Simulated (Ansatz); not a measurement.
This script drives Ansatz 0.2.0 through its Python package.

Script `c2h2fn_freq.py`:
```python
"""Vibrations of C2H2FN."""

import ansatz as az
from ase import Atoms
from ase.thermochemistry import IdealGasThermo
import numpy as np

GEOMETRY = """
F    -0.06660   -1.76290    0.44990
C     0.07800   -0.40160    0.60980
C     0.53280    0.30770   -0.43050
N    -0.60440    0.59660    0.03880
H     0.78200   -0.22750   -1.35700
H    -0.67980    1.42360    0.64290
"""


def main() -> None:
    geometry = az.Crystal.molecule()
    for line in GEOMETRY.strip().splitlines():
        symbol, *xyz = line.split()
        geometry = geometry.atom(symbol, [float(v) for v in xyz])

    calc = (
        geometry.calculation()
        .basis(gaussian="def2-SVP")
        .functional("r2scan")
    )
    symbols = [site.symbol for site in geometry.cartesian_sites]
    start = np.array([site.position_ang for site in geometry.cartesian_sites], dtype=float)
    summary = calc.relax(force_tolerance=0.003).run().report
    end = np.array(summary["positions_ang"])

    print("bond        before    after (A)")
    for i, j in [(0, 1), (1, 2), (1, 3), (2, 3), (2, 4), (3, 5)]:
        d0, d1 = (np.linalg.norm(xyz[i] - xyz[j]) for xyz in (start, end))
        print(f"{symbols[i]}{i}-{symbols[j]}{j}".ljust(10), f"{d0:8.4f} {d1:8.4f}")

    # frequencies need a stationary point, so they are taken at the relaxed geometry
    minimum = az.Crystal.molecule()
    for symbol, xyz in zip(symbols, end):
        minimum = minimum.atom(symbol, xyz.tolist())
    vibrating = (
        minimum.calculation()
        .basis(gaussian="def2-SVP")
        .functional("r2scan")
        .phonons(temperatures=(100, 500, 100))
    )
    vib = vibrating.run().report["vibrations"]
    sums = vib["harmonic_sums"]
    modes = [m["omega_inv_cm"] for m in sums["modes_at_gamma"] if m["rigid_motion"] == "no"]
    for number, w in enumerate(modes, start=1):
        print(f"mode {number:2d} {w:9.1f} 1/cm {w / 8065.544 * 1000:8.2f} meV")
    print("imaginary modes:", sum(w < 0 for w in modes), " zero-point energy:", round(sums["zero_point_energy_ev"], 4), "eV")
    # rigid rotor and ideal gas, symmetry number taken as one
    gas = IdealGasThermo(vib_energies=[w / 8065.544 for w in modes if w > 0], geometry="linear" if len(modes) == 3 * len(symbols) - 5 else "nonlinear",
                         atoms=Atoms(symbols, positions=end), symmetrynumber=1, spin=0.0)
    print(f"H(298 K) - E = {gas.get_enthalpy(298.15, verbose=False):.4f} eV")
    print(f"S(298 K, 1 bar) = {96485.33 * gas.get_entropy(298.15, 1e5, verbose=False):.1f} J/(mol K) with symmetry number 1")


if __name__ == "__main__":
    main()
```

It is started by `python c2h2fn_freq.py`. How long does it take on 1 thread of Arm Neoverse V2, on a shared host, and how much memory does it need?

It took about 100 s, with a peak of 0.25 GiB, for 2 runs of the engine.

```console
$ python c2h2fn_freq.py
bond        before    after (A)
F0-C1        1.3783   1.3034
C1-C2        1.3387   1.2875
C1-N3        1.3372   1.3877
C2-N3        1.2637   1.6726
C2-H4        1.0986   1.0826
N3-H5        1.0269   1.0313
mode  1     287.0 1/cm    35.59 meV
mode  2     378.8 1/cm    46.97 meV
mode  3     495.1 1/cm    61.38 meV
mode  4     530.7 1/cm    65.80 meV
mode  5     846.1 1/cm   104.90 meV
mode  6     957.5 1/cm   118.71 meV
mode  7    1095.4 1/cm   135.81 meV
mode  8    1201.8 1/cm   149.00 meV
mode  9    1365.5 1/cm   169.30 meV
mode 10    1932.5 1/cm   239.60 meV
mode 11    3344.8 1/cm   414.70 meV
mode 12    3359.5 1/cm   416.53 meV
imaginary modes: 0  zero-point energy: 0.9791 eV
H(298 K) - E = 1.1189 eV
S(298 K, 1 bar) = 274.8 J/(mol K) with symmetry number 1
```

What to keep in mind:
- The settings weren't tested for convergence.
- The frequencies are harmonic and unscaled, in a modest basis. The result belongs to the one conformer reached from this start, and soft torsions count as harmonic oscillators.
- The entropy takes a symmetry number of 1; a symmetric molecule's is lower by R ln(sigma).

(A comment or docstring line of the script was reworded after the run, the code is as it ran; lines on the test bed's own set-up are left out of the output.)
